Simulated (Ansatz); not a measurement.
## InH2⁻, singlet: the ladder up to full CI

Geometry: a point of a stretch scan, not a stationary point.

```xyz
3

In    0.0000   -0.0200    0.0025
H     0.0000    1.2819   -1.3622
H     0.0000    1.0001    1.0720
```

Basis def2-SVPD with its core potentials; Ansatz 0.2.0. Only valence electrons are correlated (noble-gas cores and the filled d shells of p-block atoms frozen), which leaves 6 electrons in 39 orbitals. R marks a restricted (for open shells ROHF) determinant, U an unrestricted one. Active spaces: pair = (2e, 2o) about the gap; valence = (6e, 6o) chosen from the atoms' valence shells. No spin–orbit coupling is included; scalar relativity enters through the core potentials alone.

Full CI is exact within this basis and frozen core; it isn't the basis-set limit. The frozen core follows each run's orbitals, which can shift R against U totals by a few meV for light atoms and by up to 0.1 eV past Ca.

The UHF ⟨S²⟩ is 0.443, the T1 diagnostic (RCCSD) is 0.0154 and the largest doubles amplitude (RCCSD) is 0.108.

```json
{"level": "RHF", "E − E(full CI) (kJ/mol)": "268.6", "share of correlation (%)": "0.00", "wall time": "–"}
{"level": "RMP2", "E − E(full CI) (kJ/mol)": "71.0", "share of correlation (%)": "73.56", "wall time": "–"}
{"level": "RCCSD", "E − E(full CI) (kJ/mol)": "7.3", "share of correlation (%)": "97.27", "wall time": "–"}
{"level": "RCCSD(T)", "E − E(full CI) (kJ/mol)": "1.8", "share of correlation (%)": "99.31", "wall time": "1 s"}
{"level": "BCCD(T)", "E − E(full CI) (kJ/mol)": "1.8", "share of correlation (%)": "99.32", "wall time": "0.63 s"}
{"level": "RCCSDT", "E − E(full CI) (kJ/mol)": "0.3", "share of correlation (%)": "99.89", "wall time": "–"}
{"level": "RCCSDT(Q)", "E − E(full CI) (kJ/mol)": "0.1", "share of correlation (%)": "99.98", "wall time": "2.4 s"}
{"level": "RCCSDTQ", "E − E(full CI) (kJ/mol)": "0.0", "share of correlation (%)": "100.00", "wall time": "14 s (H100)"}
{"level": "CASSCF (pair space)", "E − E(full CI) (kJ/mol)": "228.7", "share of correlation (%)": "14.86", "wall time": "–"}
{"level": "NEVPT2 (pair space)", "E − E(full CI) (kJ/mol)": "68.5", "share of correlation (%)": "74.51", "wall time": "1.1 s"}
{"level": "MRCISD (pair space)", "E − E(full CI) (kJ/mol)": "14.3", "share of correlation (%)": "94.67", "wall time": "–"}
{"level": "MRCISD+Q (pair space)", "E − E(full CI) (kJ/mol)": "-3.2", "share of correlation (%)": "101.20", "wall time": "1.2 s"}
{"level": "CASSCF (valence space)", "E − E(full CI) (kJ/mol)": "159.7", "share of correlation (%)": "40.55", "wall time": "–"}
{"level": "NEVPT2 (valence space)", "E − E(full CI) (kJ/mol)": "58.0", "share of correlation (%)": "78.39", "wall time": "1.4 s"}
{"level": "MRCISD (valence space)", "E − E(full CI) (kJ/mol)": "6.3", "share of correlation (%)": "97.65", "wall time": "–"}
{"level": "MRCISD+Q (valence space)", "E − E(full CI) (kJ/mol)": "-1.4", "share of correlation (%)": "100.51", "wall time": "1.8 s"}
```

The correlation energy at full CI, counted from RHF, is -2.784 eV. That run took 10 s on 2 threads of AMD EPYC 7R13 with a shared H100 80 GB, shared host over 41,882,185 determinants.

Run but not shown, since their state, orbitals or frozen core can't be matched to the reference's or they repeat it: UHF.

Times hold each run's SCF and search for its determinant on a shared host, so for small cases they say little of a method's own cost; rows without a card ran on 1 thread of AMD EPYC 7R13. Some runs computed forces too.

Not variational, and here over 5 meV under the exact energy: MRCISD+Q (pair space), MRCISD+Q (valence space).

The full-CI state has the irrep A' of Cs, in the program's axes.

Natural occupations of full CI about the gap: 1.959 1.938 1.881 0.069 0.043 0.023 0.015 0.013 0.011 0.009; effectively unpaired electrons, Σ n²(2−n)², 0.10.
